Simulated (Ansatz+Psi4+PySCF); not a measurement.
# singlet N2H4: levels of theory in one basis

```xyz
6

N     0.0000    0.7190   -0.0777
N     0.0000   -0.7190   -0.0777
H     0.2111    1.0928    0.8479
H    -0.9482    1.0050   -0.3041
H    -0.2111   -1.0928    0.8479
H     0.9482   -1.0050   -0.3041
```

Basis set: cc-pVTZ (spherical functions). Frozen core: 2 orbitals. Charge 0, multiplicity 1.

Computed with Ansatz (development build ahead of 0.2.0) and Psi4 1.11; each method stands on the lowest determinant of its kind that the runs found.

```
  method  E − E(RHF) (eV)  <S²> of the determinant
     RHF             0.00                     0.00
 RHF-MP2           -11.99                        –
RHF-CCSD           -12.48                        –
```

Q: What does RHF-CCSD(T) give on the same scale?

A: -12.93 eV.
